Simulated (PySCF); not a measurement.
Below is a simulated gas-phase C 1s photoelectron spectrum of `[H]/N=C/C=C\F`.

Every computed line was given a Gaussian of 0.8 eV full width at half maximum and an area set by the number of equivalent atoms; the highest printed point is 100. Computed with delta-SCF UKS SCAN, pcX-2 on the ionised atom, pcseg-1 elsewhere, spin-free X2C (PySCF 2.14.0).

binding energy (eV), intensity and a bar:
```
    289.9          0 
    290.0          1 
    290.1          2 
    290.2          4 #
    290.3          8 ##
    290.4         15 ####
    290.5         25 #######
    290.6         39 ############
    290.7         56 #################
    290.8         73 ######################
    290.9         88 ##########################
    291.0         97 #############################
    291.1         98 #############################
    291.2         91 ###########################
    291.3         79 ########################
    291.4         64 ###################
    291.5         52 ###############
    291.6         44 #############
    291.7         44 #############
    291.8         51 ###############
    291.9         64 ###################
    292.0         78 ########################
    292.1         91 ###########################
    292.2         99 ##############################
    292.3        100 ##############################
    292.4         95 ############################
    292.5         86 ##########################
    292.6         78 #######################
    292.7         74 ######################
    292.8         76 #######################
    292.9         83 #########################
    293.0         92 ############################
    293.1         99 ##############################
    293.2        100 ##############################
    293.3         94 ############################
    293.4         81 ########################
    293.5         65 ###################
    293.6         48 ##############
    293.7         32 ##########
    293.8         20 ######
    293.9         11 ###
    294.0          6 ##
    294.1          3 #
    294.2          1 
    294.3          0
```

Task: Count the maxima, the lines and the sites behind this envelope.

Result: The curve has 3 maxima (at 291.1, 292.3 and 293.2 eV). Under it lie 3 lines from 3 inequivalent carbon sites.

Task: Decompose the envelope and assign each component. Numbering: `[H]/[N:1]=[CH:2]/[CH:3]=[CH:4]\[F:5]`.

Result: 
```
position (eV)  relative area  line  atoms         environment
       291.06              1  C 1s     C3    alkene CH carbon
       292.24              1  C 1s     C2        imine carbon
       293.19              1  C 1s     C4  vinylic C–F carbon
```

The listed C 1s values span 2.13 eV, from C3 (bonded to C (double bond), C and H) to C4 (bonded to F, C (double bond) and H). The widest gap between neighbouring values is 1.18 eV, between 291.06 and 292.24 eV. Summing the Pauling electronegativity differences to the bonded atoms, each weighted by its formal bond order, gives -0.35 for the lowest site and +1.08 for the highest; no listed site has a larger sum than the highest.

No satellites, vibrations or lifetime broadening are included. Spin contamination (⟨S²⟩ against 0.75 for a pure doublet) is marked for C 1s of C2 (0.91) and C 1s of C4 (0.86), which makes these values less certain. Geometry: PBE0-D3(BJ)/def2-SVP, one conformer, isolated molecule.

The run took 20 s on one thread of an Arm Neoverse V2, shared host.

The values belong to the conformer `[H]/[N:1]=[CH:2]/[CH:3]=[CH:4]\[F:5]`: N1–C2–C3–C4 -179°.
